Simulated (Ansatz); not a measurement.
The cluster C₃H₄. Charge 0, multiplicity 3. Geometry B3LYP-D4/def2-TZVPD, that of the charge -1 doublet; atoms count from 1.

```xyz
7

C    -1.406    0.497    0.200
C     0.798   -0.163   -0.723
C    -0.111   -0.022    0.324
H     1.794   -0.572   -0.570
H    -1.888    0.485    1.200
H     0.291   -0.368    1.298
H     0.522    0.142   -1.728
```

The structure comes from a short search, and lower isomers may exist.

Estimate the Mulliken populations from the PBE0/def2-TZVPD orbitals of Ansatz.


| atom | charge (e) | spin (α − β) |
| --- | --- | --- |
| C1 | -0.37 | 1.58 |
| C2 | -0.69 | 0.69 |
| C3 | 0.22 | -0.31 |
| H4 | 0.20 | -0.03 |
| H5 | 0.19 | 0.04 |
| H6 | 0.23 | 0.05 |
| H7 | 0.21 | -0.03 |
Mulliken values and Mayer orders depend strongly on the basis. With diffuse functions, as here, like atoms can get unlike values, and bond orders can come out too low or too high.

Where does the spin sit?

Summed by element: C 1.96, H 0.04, of 2 unpaired in all. Largest on single atoms: C1 1.58, C2 0.69, C3 -0.31.

And the Mayer bond orders between bonded heavy atoms (over 0.3)?

C1–C3 1.42 (1.40 Å); C2–C3 1.42 (1.39 Å).
